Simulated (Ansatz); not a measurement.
hcp Ru, treated with RPBE in Ansatz (plane waves, PAW).

Run with plane-wave cutoff 520 eV, 24×24×14 k mesh (along the axes of the cell as run), Fermi–Dirac smearing 0.05 eV, no spin polarisation, scalar-relativistic PAW data made under PBE.

Computed points:

```
V (Å³/atom)  E − E_lowest (meV/atom)
-----------  -----------------------
13.406                         22.30
13.685                          5.36
13.965                          0.00
14.244                          4.92
14.523                         18.98
```

Task: What bulk modulus B0 and pressure derivative B′ does a third-order Birch–Murnaghan fit give?

Result: V0 = 13.965 Å³/atom, B0 = 295 GPa, B′ = 4.9 (fit to the energies at full precision).

Shape and atoms are relaxed at each volume.

Measured, for comparison: bulk modulus 318 GPa (zero-point energy and finite temperature contributions removed, our sources range from 318 to 336; as tabulated in doi:10.1021/acs.jctc.3c00612). Computed (rounded) less measured: bulk modulus -7 % (-7 % to -12 % over the range).

Note: the bulk modulus comes from volumes at which shape and atoms were relaxed.

Static lattice: no zero-point or thermal effects.

The result took about 6 core-minutes (a rough figure).

Ansatz is a first-principles code.
